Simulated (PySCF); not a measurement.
N2O, SMILES [O-][N+]#N. Atoms are numbered in the order given.

```xyz
3

N      0.0000     0.0000    -1.1894
N      0.0000     0.0000    -0.0713
O      0.0000     0.0000     1.1031
```

The structure is a stationary point at PBE0-D3(BJ)/def2-TZVP.

Method: B3LYP/pcJ-1 in PySCF.

Isotropic couplings with Fermi-contact, spin-dipole and both spin-orbit terms, one fixed conformer, no vibrational averaging. Isotopes: 14N.

Estimate the spin–spin coupling constants. (Estimate from the structure and the level; the computed values follow.)


| pair | bonds apart | J (Hz) |
|---|---|---|
| N1–N2 | 1 | -2.5 |
